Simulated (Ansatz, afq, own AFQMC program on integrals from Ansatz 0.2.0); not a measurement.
## BHO, singlet in cc-pVDZ, levels against CCSDT(Q)

```yaml
atoms:
  - { symbol: B, position_ang: [0.0000, 0.0000, 0.0084] }
  - { symbol: O, position_ang: [0.0000, 0.0000, -1.1895] }
  - { symbol: H, position_ang: [0.0000, 0.0000, 1.1811] }
```

Connectivity, by distances: BH–O.

Basis cc-pVDZ. Only valence electrons are correlated. Ansatz 0.2.0 and our own AFQMC program on the same integrals; the CISD trial comes from CCSD amplitudes, and released means the phaseless constraint is let go. ± is one standard error of the sampling.

Determinant: RHF, the one that the program's search chose, which needn't be the lowest solution. The geometry is a PBE0/def2-TZVP stationary point of this or a neighbouring charge and spin state.

No full CI on the walks' own integrals is used here; CCSDT(Q) serves as the reference and is uncertain by about the last step of the cluster series.

Cautions: higher spins were not checked; raised T1 diagnostic (T1 0.022, weight of the determinant 0.90, largest double 0.06).

The T1 diagnostic is 0.0219, the weight of the determinant in the CISD state is 0.902 and the size of the correlated space is 10 electrons in 31 orbitals.

```tsv
level	correlation energy (eV)
MP2	-7.2806
CCSD	-7.4879
CCSD(T)	-7.7334
```

Estimate where phaseless AFQMC with a CISD trial lies against CCSD(T) on the same integrals.

0.02 ± 0.49 mEh below CCSD(T). The gap is under twice the noise, so this walk alone can't tell the two apart.

Reference: CCSDT(Q), correlation energy -7.776 eV. The released energy is read at 2.40 1/Eh (meV from the phaseless value at times in 1/Eh: -22 ± 12 at 0.24, -38 ± 12 at 0.51, -62 ± 16 at 0.99, -56 ± 17 at 1.62, -22 ± 21 at 2.40).

```
         level  E − E(reference) (mEh)  share of correlation (%)
       CCSD(T)                    1.56                     99.45
         CCSDT                    1.03                     99.64
 ph-AFQMC/CISD             1.54 ± 0.49                     99.46
released AFQMC             0.73 ± 0.78                     99.75
```

A walk keeps the symmetry of its determinant, which the program's search chose and which needn't be the lowest solution, so a lower state of the same spin and another symmetry isn't excluded. Released energies are given only where the last usable release times agree within the noise; a slower fall can still hide under it.
